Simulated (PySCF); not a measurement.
# Bond curve of BF

Set-up: B def2-SVPD, F def2-SVPD; no relativity (PySCF 2.14). Energies in eV from B + F in their ground configurations at the same level. State: ¹Σ⁺ (singlet), closed shell.

All columns are r²SCAN. A positive dipole means B(−)F(+).

| R (Å) | E (eV) | μ (D) | Mulliken charge on B (basis-dependent) | HOMO (eV) | LUMO (eV) | Mayer bond order | ⟨S²⟩ |
| --- | --- | --- | --- | --- | --- | --- | --- |
| 1.092 | -6.515 | 1.87 | -0.33 | -6.54 | -0.91 | 1.42 | 0.00 |
| 1.143 | -7.191 | 1.66 | -0.19 | -6.67 | -1.23 | 1.38 | 0.00 |
| 1.194 | -7.566 | 1.43 | -0.07 | -6.81 | -1.52 | 1.33 | 0.00 |
| 1.232 | -7.702 | 1.25 | 0.01 | -6.92 | -1.73 | 1.29 | 0.00 |
| 1.270 | -7.746 | 1.07 | 0.08 | -7.03 | -1.93 | 1.24 | 0.00 |
| 1.308 | -7.720 | 0.87 | 0.14 | -7.14 | -2.12 | 1.19 | 0.00 |
| 1.359 | -7.602 | 0.60 | 0.21 | -7.30 | -2.36 | 1.12 | 0.00 |
| 1.422 | -7.366 | 0.25 | 0.28 | -7.50 | -2.63 | 1.04 | 0.00 |
| 1.499 | -7.003 | -0.19 | 0.35 | -7.74 | -2.93 | 0.96 | 0.00 |
| 1.600 | -6.456 | -0.80 | 0.41 | -8.04 | -3.30 | 0.88 | 0.00 |

A fit through these points gives, at Re = 1.273 Å, μ = 1.05 D and dμ/dR = -5.01 D/Å; the reduced mass is 6.97 u.

Q: How strong is the fundamental in the double-harmonic approximation, I = 42.26·(dμ/dR)²/μred km/mol?

A: I = 42.26·(-5.01)²/6.97 = 152 km/mol at r²SCAN.
